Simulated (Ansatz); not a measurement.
# Worked example: correlation energy of BSi⁺, quintet

Geometry: that of the BSi⁺, triplet, kept fixed. The triplet lies 1.9 eV lower here.

```xyz
2

Si    0.0000    0.0000    0.0000
B     0.0000    0.0000    2.0949
```

Basis cc-pVTZ; Ansatz 0.2.0. Correlated methods freeze the noble-gas cores, which leaves 6 electrons in 58 orbitals. R marks a restricted (for open shells ROHF) determinant, U an unrestricted one.

Full CI isn't at hand for all of this; UCCSDT(Q) serves as the reference, and is uncertain by about the last step of the cluster series.

Runs differ by some tens of microhartree through their thresholds and, for an open shell, their frozen cores, so steps under 0.03 kcal/mol mean nothing.

| level | total energy (hartree) |
| --- | --- |
| UHF | -313.123383 |
| UMP2 | -313.216949 |
| UCCSD | -313.243407 |
| UCCSD(T) | -313.252355 |
| UCCSDT | -313.254491 |
| UCCSDT(Q) | -313.255300 |

Problem. What is the correlation energy at UCCSDT(Q), and what share of it do UMP2 and UCCSDT recover?

Solution. E(corr) = -313.255300 − (-313.123383) = -0.131917 hartree = -3.590 eV. UMP2: -0.093566 / -0.131917 = 70.93 %. UCCSDT: -0.131108 / -0.131917 = 99.39 %.

Problem. By how many kcal/mol does UCCSD(T) miss UCCSDT(Q) (1 hartree = 627.509 kcal/mol), and which steps make up the rest?

Solution. -313.252355 − (-313.255300) = 0.002945 hartree = 1.85 kcal/mol. Steps: UCCSDT − UCCSD(T) = -1.34, UCCSDT(Q) − UCCSDT = -0.51 kcal/mol. Differences between like states or geometries often cancel part of this.
